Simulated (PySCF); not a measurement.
Magnetic susceptibility: `C=C[C@@H](O)CCl`, C4H7ClO

Geometry (Å), atoms numbered from 1 in this order:
```xyz
13

C     2.4377   -0.3267   -0.3555
C     1.1978    0.0060   -0.7068
C    -0.0237   -0.2027    0.1368
O    -0.7219    1.0001    0.3649
C    -0.9938   -1.2122   -0.4758
Cl   -0.2941   -2.8460   -0.5846
H     3.2865   -0.1573   -1.0229
H     2.6479   -0.7919    0.6125
H     1.0161    0.4566   -1.6939
H     0.2782   -0.5809    1.1268
H    -0.7977    1.4682   -0.4743
H    -1.2853   -0.9047   -1.4921
H    -1.8962   -1.2654    0.1479
```

Method: PySCF, GIAO B3LYP/pcSseg-1 magnetisability, rotational g tensor and spin-rotation constants, non-relativistic, gas phase. Geometry: PBE0-D3(BJ)/def2-SVP.

Q: How diamagnetic is it, and how anisotropic?

A: Isotropic -1109 × 10⁻³⁰ J/T², or -66.8 × 10⁻⁶ cm³/mol; principal values -1266, -1057, -1004 × 10⁻³⁰ J/T², anisotropy 240 × 10⁻³⁰ J/T² (root of half the summed squared differences of the principal values). The susceptibility is in cgs units.

Q: Split it along the inertial axes a, b, c into diamagnetic and paramagnetic parts about the centre of mass, with the quadrupole moment.

A: 
```tsv
axis	χ (10⁻⁶ cm³/mol)	diamagnetic (10⁻⁶ cm³/mol)	paramagnetic (10⁻⁶ cm³/mol)	summed x² of all electrons (Å²)	quadrupole Θ (D Å)
a	-72.9	-429.5	356.6	132.2	-6.97
b	-66.3	-641.5	575.1	82.2	+2.14
c	-61.1	-909.7	848.7	19.0	+4.83
```
Anisotropies 2χaa − χbb − χcc = -18.5 and 2χbb − χaa − χcc = +1.3 × 10⁻⁶ cm³/mol. Θ is traceless in Buckingham's convention.

Q: And the rotational g tensor?

A: 
```
axis  rotational constant (GHz)        g  nuclear part  electronic part
   a                     3.6346  -0.0023        0.6065          -0.6089
   b                     2.0321  -0.0127        0.5363          -0.5491
   c                     1.3955  -0.0132        0.5432          -0.5564
```
Asymmetric top; isotopes 12C, 35Cl, 1H, 16O; no vibrational averaging.
